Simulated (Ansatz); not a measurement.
A made-up structure of H$_{3}$S$_{3}$ (charge +1), closed shell:

S1  (-1.719, 0.004, -0.646)
S2  (-0.241, 0.931, 0.412)
S3  (0.877, -0.310, 1.583)
H4  (-0.919, -0.803, -1.373)
H5  (1.083, -0.403, 2.924)
H6  (1.365, -1.078, 0.588)
(Å)

It is relaxed with PBE-D4/def2-SVP and then PBE0-D4/def2-TZVP (Ansatz 0.2.0). Atoms count as bonded within 1.22 times the sum of their covalent radii (H–H: 0.88 Å). The end point is not checked to be a true minimum.

(1) Does its bonding change? (A judgement: the text doesn't fix the answer.)

Answers

(1) The calculation gives: No: no bond forms or breaks.

Where it ends: The first stage lowers the energy by 1.65 eV in 12 steps. It ends as H₃S₃ ([SH][S][SH2]), total charge +1:
S1  (-1.593, -0.217, -0.200)
S2  (-0.113, 1.032, 0.270)
S3  (1.267, -0.006, 1.543)
H4  (-1.067, -0.715, -1.342)
H5  (0.419, -0.631, 2.393)
H6  (1.533, -1.121, 0.823)
(Å)

Labels in which every atom is bracketed show which atoms are joined, not bond orders.

For scale, one of the runs: PBE0-D4/def2-TZVP relaxation, 129 basis functions, launched by `ansatz run in.yaml --threads 2 --pin off --events-out ev --progress --plain --max-ram 4352MiB`. The run took about 19 s on 2 CPU threads of an Arm Neoverse V2 (shared host).
